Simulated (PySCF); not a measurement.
Basis-set dependence of excited states

3-methyl-1-butene, C5H10.
SMILES with atom numbers: `[CH2:1]=[CH:2][CH:3]([CH3:4])[CH3:5]` (hydrogens: H6, H7 on C1; H8 on C2; H9 on C3; H10, H11, H12 on C4; H13, H14, H15 on C5)

TDDFT with PBE0 (PySCF), vertical singlets, core orbitals frozen in the response, spherical d and f functions. One conformer (not necessarily the lowest) at the PBE0-D3(BJ)/def2-SVP geometry, without solvent, vibrations or thermal averaging.

Problem. Compare 6-31G*, 6-31+G*, def2-SVP, def2-SVPD, aug-cc-pVDZ, def2-TZVP and def2-TZVPD for this molecule.

Solution. 

| basis | functions | diffuse | S1 (eV) | S2 (eV) | S3 (eV) | S4 (eV) | S5 (eV) | LUMO (eV) | α (au) |
| --- | --- | --- | --- | --- | --- | --- | --- | --- | --- |
| 6-31G* | 90 | no | 7.86 | 8.09 | 8.58 | 8.85 | 9.04 | 0.90 | 53.3 |
| 6-31+G* | 110 | yes | 6.78 | 7.17 | 7.20 | 7.24 | 7.69 | 0.31 | 61.1 |
| def2-SVP | 120 | no | 7.74 | 7.92 | 8.16 | 8.37 | 8.41 | 0.60 | 56.1 |
| def2-SVPD | 180 | yes | 7.18 | 7.43 | 7.60 | 7.76 | 7.80 | 0.34 | 64.3 |
| aug-cc-pVDZ | 205 | yes | 6.44 | 6.77 | 6.88 | 7.11 | 7.17 | 0.03 | 66.2 |
| def2-TZVP | 215 | no | 7.40 | 7.63 | 7.77 | 7.98 | 8.24 | 0.37 | 62.9 |
| def2-TZVPD | 275 | yes | 6.78 | 7.15 | 7.28 | 7.29 | 7.73 | 0.28 | 65.8 |

States are compared by their number. Against the largest diffuse basis here (def2-TZVPD, itself not a converged limit), sets without diffuse functions differ by up to 1.08 eV in S1 and 1.32 eV in S5; the smaller diffuse sets differ by up to 0.40 and 0.56 eV. State by state, the largest deviation of a set without diffuse functions is S1 1.08, S2 0.94, S3 1.31, S4 1.56, S5 1.32 eV. The same number needn't mean the same state in each row. Against def2-TZVPD the polarisability deviates by -19% in 6-31G*, -7% in 6-31+G*, -15% in def2-SVP, -2% in def2-SVPD, +1% in aug-cc-pVDZ, -4% in def2-TZVP. A single + in a Pople set puts diffuse functions on heavy atoms only.
